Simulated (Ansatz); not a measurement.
# MgNaH (singlet): PBE0, B3LYP over a scan of the distance Na1–Mg2, cc-pVTZ

How well do these functionals follow the top wave-function level for MgNaH (singlet) over a scan of the distance Na1–Mg2?

Program: Ansatz 0.2.0, Gaussian basis. Level of theory: cc-pVTZ, all electrons in the functionals. These are calculated values, not measurements.

To be run: PBE0, B3LYP, at 2.354 Å; 2.686 Å; 3.016 Å; 3.245 Å; 3.646 Å; 4.234 Å; 4.878 Å; 5.528 Å; 6.485 Å; 8.257 Å; 10.158 Å.

40 further runs of the same task are left out: 23 for a known fault of the program, 13 that didn't finish, 4 set aside as unsound or not needed. Runs told in other sessions of the task aren't counted.

## Step 1: The system

The geometry derives from a PBE0/def2-TZVP stationary point (not a proven minimum). One bond is set to the value named and the two fragments are kept rigid.

3 atoms, charge 0, spin multiplicity 1.

Atoms are counted from 1 here; the program's logs count them from 0.

Bond lengths: Na1–Mg2 3.016 Å, Mg2–H3 1.747 Å. Angles: Na1–Mg2–H3 180.0°.

No dispersion term is added. B3LYP takes the VWN-RPA correlation.

The geometry shown and the zero of energy belong to the point 3.016 Å. The yardstick, FCI, and other wave-function levels (R restricted, U unrestricted, valence and pair active spaces) come from earlier runs.

## Step 2: PBE0, 2.354 Å

File in.yaml:

```yaml
crystal:
  periodic: [false, false, false]
  atoms:
    - {symbol: Na, position_ang: [0.000000, 0.000000, 2.151800]}
    - {symbol: Mg, position_ang: [0.000000, 0.000000, -0.202200]}
    - {symbol: H, position_ang: [0.000000, 0.000000, -1.949600]}
basis:
  gaussian: {orbitals: cc-pVTZ}
magnetization: {spin_polarized: true, initial_magnetization: 0}
hamiltonian: {xc: {name: PBE0}}
output: {orbitals: {seedname: orbitals}}
```

The run is started by

```sh
> ansatz run in.yaml --threads 1 --pin off --events-out ev --progress --plain --max-ram 2393MiB
```

The runs that follow: PBE0, 2.686 Å; PBE0, 3.016 Å; PBE0, 3.245 Å; PBE0, 3.646 Å; PBE0, 4.234 Å; PBE0, 4.878 Å; PBE0, 5.528 Å; PBE0, 6.485 Å; PBE0, 8.257 Å; PBE0, 10.158 Å; B3LYP, 2.354 Å; B3LYP, 2.686 Å; B3LYP, 3.016 Å; B3LYP, 3.245 Å; B3LYP, 3.646 Å; B3LYP, 4.234 Å; B3LYP, 4.878 Å; B3LYP, 5.528 Å; B3LYP, 6.485 Å; B3LYP, 8.257 Å; B3LYP, 10.158 Å.

Before running them: what should the planned runs give, taken together? Wanted: span of the FCI curve; largest miss, PBE0; largest miss, B3LYP.

**Answer**, as computed:

| quantity | value |
| --- | --- |
| span of the FCI curve | 1.282 eV |
| largest miss, PBE0 | -0.098 eV (10.158 Å) |
| largest miss, B3LYP | -0.142 eV (2.354 Å) |

In words: Of the functionals, PBE0 keep the smallest largest miss at the points compared (at most 0.098 eV) and B3LYP strays most (0.142 eV, at 2.354 Å). PBE0, B3LYP clearly break the spin symmetry at some points (⟨S²⟩ up to 1.00 above the pure value), so energy there is bought with a mixed spin. Functionals and the yardstick converge differently with the basis, so part of each miss in cc-pVTZ is the basis.
